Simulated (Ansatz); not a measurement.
```yaml
crystal:
  periodic: [false, false, false]
  atoms:
    - {symbol: Ge, position_ang: [-0.674486, -0.195431, -0.004398]}
    - {symbol: P, position_ang: [1.552949, 0.442458, 0.010115]}
    - {symbol: H, position_ang: [-1.134253, 1.364338, -0.004845]}
    - {symbol: H, position_ang: [2.021192, -0.876700, 0.010977]}
basis:
  gaussian: {orbitals: def2-TZVP}
magnetization: {spin_polarized: true, initial_magnetization: 1}
hamiltonian: {xc: pbe0}
relax: {f_tol: 0.004, max_steps: 80}
```

```sh
$ ansatz run in.yaml --threads 1 --pin off --events-out ev --progress --plain --max-ram 2176MiB
```

Steps of the relaxation (energy above the last step; positions in Å, forces in eV/Å):

```
4
step 1, 395.2 meV
Ge   -0.674   -0.195   -0.004   -0.462    0.354    0.143
P     1.553    0.442    0.010    0.133    0.564    0.183
H    -1.134    1.364   -0.005    0.058   -0.383   -0.151
H     2.021   -0.877    0.011    0.271   -0.534   -0.175
```

```
4
step 2, 287.3 meV
Ge   -0.708   -0.154    0.080    0.740    0.508    0.155
P     1.570    0.418    0.115   -0.686   -0.411    0.184
H    -1.188    1.370   -0.092    0.014   -0.270   -0.157
H     2.092   -0.900   -0.091   -0.068    0.173   -0.182
```

```
4
step 3, 283.8 meV
Ge   -0.692   -0.105    0.227    0.709    0.422   -0.149
P     1.596    0.391    0.307   -0.401   -1.095   -0.531
H    -1.229    1.347   -0.251    0.204   -0.342    0.166
H     2.091   -0.898   -0.272   -0.512    1.015    0.514
```

```
4
step 4, 221.3 meV
Ge   -0.669   -0.127    0.200    0.779   -0.073    0.131
P     1.586    0.422    0.287   -0.557   -0.631   -0.187
H    -1.141    1.299   -0.227   -0.207    0.332   -0.102
H     1.989   -0.860   -0.248   -0.015    0.372    0.158
```

```
4
step 5, 189.3 meV
Ge   -0.655   -0.109    0.180    0.766    0.083    0.050
P     1.588    0.396    0.263   -0.702   -0.225   -0.045
H    -1.193    1.319   -0.209   -0.087    0.116   -0.025
H     2.026   -0.871   -0.223    0.023    0.026    0.021
```

```
4
step 9, 15.1 meV
Ge   -0.490    0.004    0.000   -0.269    0.258   -0.118
P     1.603    0.379    0.137    0.160    0.035   -0.049
H    -1.384    1.312   -0.060    0.130   -0.268    0.089
H     2.037   -0.960   -0.065   -0.021   -0.025    0.078
```

```
4
step 12, 0.0 meV
Ge   -0.472    0.034   -0.067   -0.013    0.002   -0.001
P     1.628    0.389    0.096    0.012    0.001    0.000
H    -1.405    1.287   -0.006    0.005   -0.006    0.000
H     2.014   -0.975   -0.011   -0.004    0.003    0.000
```

```
4
step 14, 0.0 meV
Ge   -0.471    0.034   -0.068    0.000    0.000    0.000
P     1.629    0.390    0.096    0.000    0.000    0.000
H    -1.405    1.286   -0.006    0.000    0.000    0.000
H     2.013   -0.975   -0.010    0.000    0.000    0.000
```

Close pairs at the end: P2–H4 1.422 Å, Ge1–H3 1.563 Å, Ge1–P2 2.136 Å.

A stationary point of unrestricted PBE0 after 14 steps, with ⟨S²⟩ = 0.763 against 0.75 for a pure state; no frequencies were run, so it isn't proven a minimum. 29 s on 1 thread of AMD EPYC 9R45, shared host.
